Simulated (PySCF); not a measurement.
Mapped SMILES: `[CH2:1]=[CH:2][CH2:3][CH2:4][CH3:5]`. Hydrogens are named by the atom that carries them. Ha(C1) is cis to C3; Hb(C1) is trans to C3.

Geometry: PBE0-D3(BJ)/def2-SVP; GIAO absolute shieldings from PySCF 2.14.0 with density-fitted response routines, gas phase, non-relativistic, averaged over equivalent atoms.

At OPBE/pcSseg-1 (135 basis functions, 16 s wall time on 1 thread of an Intel Xeon Platinum 8488C, shared host):
```csv
atoms,σ (ppm)
C2,44.3
C1,70.1
C3,144.0
C4,157.9
C5,168.2
H(C2),25.21
Ha(C1),25.92
Hb(C1),26.00
H(C3),29.27
H(C4),29.94
H(C5),30.23
```

Q: What do these become at PBE0/def2-TZVP?

A: 
```csv
atoms,σ at PBE0/def2-TZVP,change
C2,37.5,-6.8
C1,67.2,-2.9
C3,144.4,+0.4
C4,158.8,+0.9
C5,170.3,+2.1
H(C2),25.31,+0.10
Ha(C1),26.19,+0.27
Hb(C1),26.33,+0.33
H(C3),29.45,+0.18
H(C4),30.13,+0.19
H(C5),30.53,+0.30
```

The largest change is at C2 (alkene CH). Cost: 215 basis functions, 21 s wall time on 1 thread of an Arm Neoverse V1, shared host. The order of the carbon signals is the same at both levels.
